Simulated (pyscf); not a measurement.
Structures and frequencies: ωB97X-D3(BJ)/def2-SVP in PySCF.

Estimate the classical barrier height and the reaction energy of hydrogen (H₂) + cyclic C₆H₅ (SMILES [c]1ccccc1) [doublet] → benzene (SMILES c1ccccc1) + H atom (H•) at ωB97M-D3(BJ)/def2-TZVP. The step runs on the doublet surface, breaks H–H and forms C–H; take the separated reactants as zero.

ΔE‡ = 21.6 kJ/mol, ΔE = -48.9 kJ/mol. Zero-point energy shifts the barrier by +1.8 kJ/mol. It is a hydrogen abstraction, with an imaginary mode of 797i cm⁻¹. This is the saddle that the search found; another between the same sides may lie lower. The angle at the transferred H is 180°.
